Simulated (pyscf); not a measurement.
Single points on ωB97X-D3(BJ)/def2-SVP structures (PySCF, gas phase). Correlated levels are frozen-core, on RHF or UHF. ΔMP2 is the change of the MP2 total energy from the triple- to the quadruple-zeta basis.

Question: `[OH2]` + `[O]=[As][OH]` -> `[OH][As]([OH])[OH]`
Surface: singlet. Broken: H–O. Formed: As–O, H–O. Give ΔE‡ and ΔE from CCSD(T)/def2-TZVPP + ΔMP2(QZVPP), relative to the separated reactants.

Answer: ΔE‡ = 0.23 eV, ΔE = -1.25 eV. Zero-point energy shifts the barrier by +0.01 eV. It is an addition across a multiple bond or ene-type step, with an imaginary mode of 1265i cm⁻¹. On the reactant side the descent ends in a bound adduct, 0.39 eV under the separated species and 0.43 eV under the saddle at ωB97X-D3(BJ)/def2-TZVP. At ωB97X-D3(BJ) the barrier from the zero used here is 0.04 eV. One saddle was located; it need not be the lowest between these sides. The CCSD(T) − MP2 part came from Ansatz, without density fitting, on the same reference. The frozen core leaves the outer d or s,p core shells of the metals and heavy elements correlated in the MP2 and CC values, and def2-TZVPP describes them poorly, which can shift differences by a few kcal/mol. Elements up to Kr have no core potential and no relativistic terms here.
